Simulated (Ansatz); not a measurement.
System: body-centred tetragonal In. Method: r²SCAN+rVV10 (PAW; Ansatz, an electronic-structure program).

Run with plane-wave cutoff 560 eV, 24×24×24 k mesh, Fermi–Dirac smearing 0.05 eV, scalar-relativistic PAW data made under PBE.

Shape and atoms are relaxed at each volume.

Pressure at four volumes; x = ln(V/25.666 Å³). One pressure is withheld.

```json
[
 {"V (Å³/atom)": "24.640", "x": "-0.0408", "P (GPa)": "?"},
 {"V (Å³/atom)": "25.153", "x": "-0.0202", "P (GPa)": "0.98"},
 {"V (Å³/atom)": "25.666", "x": "0.0000", "P (GPa)": "0.00"},
 {"V (Å³/atom)": "26.693", "x": "0.0392", "P (GPa)": "-1.63"}
]
```

Problem. Pass a parabola P(x) through the three rows shown, estimate the bulk modulus and its pressure derivative near zero pressure, and predict the withheld pressure.

Solution. Slopes between the rows: (0.00 − (0.98))/(0.0000 − (-0.0202)) = -48.51 and (-1.63 − (0.00))/(0.0392 − (0.0000)) = -41.58 GPa. Their difference over the span 0.0594 is c = 6.93/0.0594 = 116.7 GPa, so P(x) = 0.98 + (-48.51)(x − (-0.0202)) + 116.7 (x − (-0.0202))(x − (0.0000)). At the middle row B = −dP/dx = −[-48.51 + 116.7 × 0.0202] = 46.2 GPa, and B′ = dB/dP = 2c/B = 5.1. At x = -0.0408 the parabola gives 2.08 GPa; the run gives 2.08 GPa. The Birch–Murnaghan fit to the energies at all volumes has B0 = 46.0 GPa and B′ = 5.2.

Measured, for comparison: bulk modulus 44.7 GPa (copied from a table, unchecked, extrapolated to 0 K and zero-point effects removed; as tabulated in Lejaeghere et al. (2013), arXiv:1204.2733). Computed less measured: bulk modulus not scored (unchecked).

Spin–orbit coupling is not included.
